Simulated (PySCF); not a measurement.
## Deprotonation sites of phosphanylidenephosphane

Molecule: phosphanylidenephosphane, `P=P` (H2P2). Atom numbers as in the mapped SMILES `[PH:1]=[PH:2]`.

These are calculated values, ωB97X-D3(BJ)/ma-def2-TZVP in PySCF (grid level 2) at geometries from PBE0-D3(BJ)/ma-def2-SVP. ωB97X-D3(BJ) is ωB97X-V with D3(BJ) in place of VV10. Zero-point and thermal terms (298.15 K, 1 bar) come from unscaled PBE0-D3(BJ)/ma-def2-SVP harmonic frequencies, with soft modes damped to free rotors in the entropy.

```tsv
site	product	ΔH(acid) / kJ/mol	ΔG(acid) / kJ/mol
P1 (phosphorus)	[P-]=P	1486	1453
```

ΔH and ΔG refer to AH → A⁻ + H⁺ in the gas phase.

Vertical detachment energies of the anions: `[P-]=P` 1.59 eV.

Measured values (NIST Chemistry WebBook, evaluated or the median of agreeing entries): deprotonation enthalpy (ΔH) 1490 kJ/mol (computed 1486, difference -4); gas-phase acidity (ΔG) 1456 kJ/mol (computed 1453, difference -3).

Structures, frequencies and single points took 18 s of wall time on 1 thread of Arm Neoverse V2 (shared host), launched as `OMP_NUM_THREADS=1 python redox_run.py task.json out`.
